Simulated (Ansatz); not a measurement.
# BFH2Si: the cost of one run

Program: Ansatz 0.2.0. Level of theory: UKS PBE/def2-SVP. These are calculated values, not measurements.

### Step 1. Starting point

Bond lengths: B1–Si2 1.817 Å, Si2–F3 1.633 Å, B1–H4 1.155 Å, Si2–H5 1.456 Å. Angles: B1–Si2–F3 119.5°, B1–Si2–H5 139.8°, F3–Si2–H5 98.9°, Si2–B1–H4 153.1°.

As a file:

```xyz
5

B    -0.8976   -0.7682   -0.4696
Si    0.4807    0.2207    0.1803
F     0.3984    1.8508    0.1237
H    -1.8706   -1.3800   -0.3540
H     1.8891    0.0767    0.5195
```

### Step 2. Relaxing the start

Contents of input.yaml:

```yaml
crystal:
  periodic: [false, false, false]
  atoms:
    - { symbol: B, position_ang: [-0.89759, -0.76823, -0.46957] }
    - { symbol: Si, position_ang: [0.4807, 0.22072, 0.1803] }
    - { symbol: F, position_ang: [0.39841, 1.85078, 0.12371] }
    - { symbol: H, position_ang: [-1.87062, -1.38002, -0.35399] }
    - { symbol: H, position_ang: [1.8891, 0.07674, 0.51955] }
magnetization:
  spin_polarized: true
basis:
  gaussian: { orbitals: def2-SVP }
hamiltonian:
  xc: pbe
relax:
  f_tol: 0.02
  max_steps: 40
output:
  orbitals: {}
```

On the command line:

```sh
> ansatz run input.yaml --threads 1 --pin off --max-ram 2048MiB --backend cpu --events-out ev --progress --plain --runs-dir out
```

What time and memory should one allow on 1 thread of an x86-64 CPU, shared host?

About 9.4 s, with a peak of 0.15 GiB.
